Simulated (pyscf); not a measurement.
Structures and frequencies: ωB97X-D3(BJ)/def2-SVP in PySCF.

Problem. H₂N–Si(SiH₃)(SiH₃)–SiH₃ + silylene (SiH₂) [singlet] → H₃Si–NH–Si(SiH₃)(SiH₃)–SiH₃
Surface: singlet. Broken: H–N. Formed: N–Si, H–Si. Give ΔE‡ and ΔE from ωB97M-D3(BJ)/def2-TZVP, relative to the separated reactants.

Solution. ΔE‡ = 5.8 kcal/mol, ΔE = -67.8 kcal/mol. Zero-point energy shifts the barrier by +0.6 kcal/mol. It is an insertion, with an imaginary mode of 1687i cm⁻¹. On the reactant side the descent ends in an adduct with a N–Si contact, 35.9 kcal/mol under the separated species and 37.6 kcal/mol under the saddle at ωB97X-D3(BJ)/def2-TZVP. What is counted as formed (N–Si) is already present as a longer contact in the reactant adduct; forming that adduct is a step of its own. At ωB97X-D3(BJ)/def2-TZVP the barrier from the zero used here is 1.7 kcal/mol. H₂N–Si(SiH₃)(SiH₃)–SiH₃ lies 12.7 kcal/mol over its isomer H₃Si–NH–SiH(SiH₃)–SiH₃ (electronic energy, ωB97M-D3(BJ)/def2-TZVP). One saddle was located; it need not be the lowest between these sides.
